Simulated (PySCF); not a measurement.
Output of ΔSCF core-hole calculations on `[H]/N=C\C=C\F`.

Computed with delta-SCF UKS SCAN, pcX-2 on the ionised atom, pcseg-1 elsewhere, spin-free X2C in PySCF 2.14.0. The program numbers atoms from 0. The cycles run on a coarse integration grid; for E(ground) and E(ion) the exchange–correlation energy is redone on a finer one, so they differ from the last cycle, and only they enter the binding energy.

Coordinates (Å, PBE0-D3(BJ)/def2-SVP):
```
N     -2.142716     0.118615    -0.221849
C     -0.980622    -0.398787    -0.242042
C      0.280338     0.246596     0.111698
C      1.442166    -0.408730     0.041093
F      2.596540     0.151684     0.353738
H     -2.089957     1.096175     0.088473
H     -0.904388    -1.454004    -0.559955
H      0.274969     1.290939     0.440798
H      1.544404    -1.452120    -0.276892
```

```
ground state, core basis on atom 2 (C), 121 functions
  cycle   1  E = -271.28869617  |g| = 5.99e-02
  cycle   2  E = -271.28828035  |g| = 4.61e-02
  cycle   3  E = -271.28812456  |g| = 5.06e-02
  cycle   4  E = -271.28880085  |g| = 1.07e-02
  cycle   5  E = -271.28882937  |g| = 1.03e-03
  cycle   6  E = -271.28882930  |g| = 5.49e-04
  cycle   7  E = -271.28882984  |g| = 1.13e-04
  E(ground) = -271.29333850 Eh
hole in C 1s of atom 2
  cycle   1  E = -260.01554665  |g| = 1.51e+00
  cycle   2  E = -258.84186483  |g| = 2.15e+00
  cycle   3  E = -260.35862507  |g| = 7.22e-01
  cycle   4  E = -260.48385510  |g| = 4.64e-01
  ...
  cycle  12  E = -260.58394080  |g| = 1.07e-03
  cycle  13  E = -260.58394811  |g| = 5.90e-04
  cycle  14  E = -260.58395142  |g| = 2.28e-04
  E(ion) = -260.58761722 Eh   <S^2> = 0.8043   hole on atom = 1.000
```

**Question.** What is the C 1s binding energy of atom 2?

**Answer.** (-260.587617 − (-271.293339)) Eh × 27.2114 eV/Eh = 291.32 eV, for the alkene CH carbon.

```
ground state, core basis on atom 4 (F), 121 functions
  cycle   1  E = -271.33160265  |g| = 1.20e-01
  cycle   2  E = -271.32999588  |g| = 9.80e-02
  cycle   3  E = -271.33003448  |g| = 9.13e-02
  cycle   4  E = -271.33186292  |g| = 2.01e-02
  cycle   5  E = -271.33196054  |g| = 1.99e-03
  cycle   6  E = -271.33196082  |g| = 7.69e-04
  cycle   7  E = -271.33196213  |g| = 2.06e-04
  E(ground) = -271.33814478 Eh
hole in F 1s of atom 4
  cycle   1  E = -244.93319029  |g| = 2.58e+00
  cycle   2  E = -242.16826830  |g| = 2.88e+00
  cycle   3  E = -243.55674370  |g| = 1.87e+00
  cycle   4  E = -245.76627943  |g| = 3.89e-01
  ...
  cycle  15  E = -245.83165092  |g| = 1.02e-03
  cycle  16  E = -245.83168499  |g| = 7.99e-04
  cycle  17  E = -245.83168754  |g| = 4.65e-04
  E(ion) = -245.84390994 Eh   <S^2> = 0.7715   hole on atom = 1.000
```

**Question.** What is the F 1s binding energy of atom 4?

**Answer.** (-245.843910 − (-271.338145)) Eh × 27.2114 eV/Eh = 693.73 eV, for the vinyl fluorine.

The ground state is recomputed for each atom, because the flexible core basis sits on the ionised atom alone; energies of different blocks can't be mixed. The structure is a single PBE0-D3(BJ)/def2-SVP conformer in the gas phase; no vibrational or solvent corrections.

The run took 33 s wall on one thread of an x86-64 server, on a shared host.

The values belong to the conformer `[H]/[N:1]=[CH:2]\[CH:3]=[CH:4]\[F:5]`: N1–C2–C3–C4 180°.
Labels such as C1 count atoms from 1, the log's own numbers from 0.
